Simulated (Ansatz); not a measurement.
We consider 2H WSe₂, described by r²SCAN+SOC (plane waves, PAW; Ansatz, a program for electronic structure).

Settings: plane-wave cutoff 560 eV, 12×12×4 k mesh (along the axes of the cell as run), Fermi–Dirac smearing 0.01 eV, PAW data made under PBE.

Cell (relaxed at this level):

Space group P6₃/mmc (No. 194); a = b = 3.3150 Å, c = 13.7092 Å, α = β = 90.00°, γ = 120.00°

| atom | site | symmetry | x | y | z |
|---|---|---|---|---|---|
| W | 2c | -6m2 | 0.3333 | 0.6667 | 0.2500 |
| Se | 4f | 3m. | 0.6667 | 0.3333 | 0.1288 |

Problem. Give the computed bulk modulus B0, band gap, smallest direct gap on the k points sampled and Γ–Γ gap.

Solution. 
- bulk modulus B0 = 18.4 GPa
- band gap = 1.24 eV (indirect)
- smallest direct gap on the k points sampled = 1.35 eV
- Γ–Γ gap = 2.63 eV

Measured, for comparison: band gap 1.2 eV (room temperature, not corrected to a static lattice, bulk 2H; as tabulated in Bastos et al. (2019), arXiv:1903.08112); bulk modulus 72 ± 1 GPa (room temperature, not corrected to a static lattice; as tabulated in High-Pressure X-ray Diffraction Study of Tungsten Diselenide, J. Phys. Chem. …). Computed (rounded) less measured: bulk modulus -74 %.

Note: for a layered or molecular solid the relaxed cell lies over 5 % above the published volume, where the minimum can be shallow; the cell comes from a level without a dispersion term, which matters for the spacing of layers, chains or molecules; the bulk modulus comes from volumes at which shape and atoms were relaxed.

Computed values are for the static lattice.

Cost on a shared machine: roughly 4 core-hours.
